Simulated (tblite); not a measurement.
Species: cyclopropyl methyl ether, C4H8O.
Numbering: `[CH3:1][O:2][CH:3]1[CH2:4][CH2:5]1` (hydrogens: H6, H7, H8 on C1; H9 on C3; H10, H11 on C4; H12, H13 on C5)

Computed with GFN2-xTB (tblite), gas phase: Langevin dynamics at 200 K from the optimised GFN2-xTB geometry, time step 0.5 fs, friction 0.01 fs⁻¹, 2000 steps.

Start geometry:
```
atom  x, y, z in Å
C1      1.962    0.179   -0.165
O2      0.815   -0.397   -0.744
C3     -0.244   -0.524    0.151
C4     -1.627   -0.510   -0.411
C5     -1.146    0.651    0.411
H6      2.331   -0.429    0.670
H7      1.761    1.193    0.200
H8      2.718    0.216   -0.947
H9     -0.029   -1.190    0.988
H10    -1.716   -0.364   -1.476
H11    -2.357   -1.183    0.009
H12    -1.543    0.787    1.405
H13    -0.929    1.571   -0.111
```

The statistics below take the 31 frames saved every 25 fs from 250 to 1000 fs; their kinetic temperature (all 3N coordinates) averages 206 K.

**Question.** How do the bond lengths spread?

**Answer.** 
```tsv
bond	start (Å)	mean (Å)	standard deviation (Å)	shortest (Å)	longest (Å)
C1–O2	1.408	1.410	0.028	1.364	1.483
O2–C3	1.393	1.404	0.030	1.350	1.471
C3–C4	1.493	1.487	0.023	1.452	1.532
C4–C5	1.502	1.503	0.027	1.452	1.551
C3–C5	1.504	1.503	0.029	1.434	1.584
C1–H6	1.097	1.100	0.028	1.043	1.156
C1–H7	1.096	1.101	0.019	1.058	1.131
C1–H8	1.088	1.092	0.031	1.042	1.168
C3–H9	1.090	1.091	0.022	1.056	1.138
C4–H10	1.078	1.083	0.026	1.027	1.152
C4–H11	1.079	1.082	0.024	1.046	1.151
C5–H12	1.079	1.081	0.018	1.054	1.122
C5–H13	1.079	1.080	0.018	1.039	1.106
```

**Question.** Give the same statistics for bond angles, one of each kind.

**Answer.** 
```csv
angle,start (°),mean (°),standard deviation (°),smallest (°),largest (°)
O2–C1–H6,111.1,112.0,3.0,105.6,120.9
O2–C1–H8,106.5,107.0,2.8,100.2,113.7
H6–C1–H7,108.7,108.6,4.8,98.0,116.3
C1–O2–C3,113.1,113.3,2.7,107.5,118.8
O2–C3–C4,117.5,117.6,3.0,112.0,123.3
O2–C3–C5,119.7,119.9,2.8,114.0,125.6
O2–C3–H9,113.5,111.6,2.9,104.7,117.9
C4–C3–C5,60.1,60.4,1.8,57.1,64.5
C4–C3–H9,118.5,119.7,3.9,110.0,125.6
C5–C3–H9,117.6,118.7,3.1,110.8,127.0
C3–C4–C5,60.3,60.3,1.7,56.8,64.6
C3–C4–H10,116.7,116.9,3.3,108.8,125.6
C3–C4–H11,118.3,118.2,4.2,110.7,124.4
C5–C4–H10,117.6,116.5,3.9,108.2,125.1
```

**Question.** How far does each atom move about its mean position (frames aligned on the start, all atoms weighted alike), and what rms force does it feel?

**Answer.** 
```csv
atom,rms displacement (Å),rms force (eV/Å)
C1,0.06,1.62
O2,0.11,1.38
C3,0.08,1.60
C4,0.05,1.63
C5,0.07,1.41
H6,0.22,0.96
H7,0.20,0.71
H8,0.17,1.00
H9,0.11,0.75
H10,0.11,0.91
H11,0.12,0.90
H12,0.14,0.71
H13,0.14,0.71
```

The displacements run from 0.05 to 0.22 Å, the largest at H6.

**Question.** How widely does the potential energy scatter, against a harmonic estimate?

**Answer.** Mean 0.30 eV above the start, standard deviation 0.070 eV, range 0.16 to 0.44 eV. For 33 classical harmonic modes at 200 K the canonical values are 33kT/2 = 0.28 eV and kT·√(33/2) = 0.070 eV.

The run is classical and short, so these are rough statistics of one trajectory.

What follows is the cost of the whole dynamics run. The run took 7.0 s of wall time on one thread of an Arm Neoverse V1, no GPU, shared host, and the process peaked at 0.18 GiB of memory.
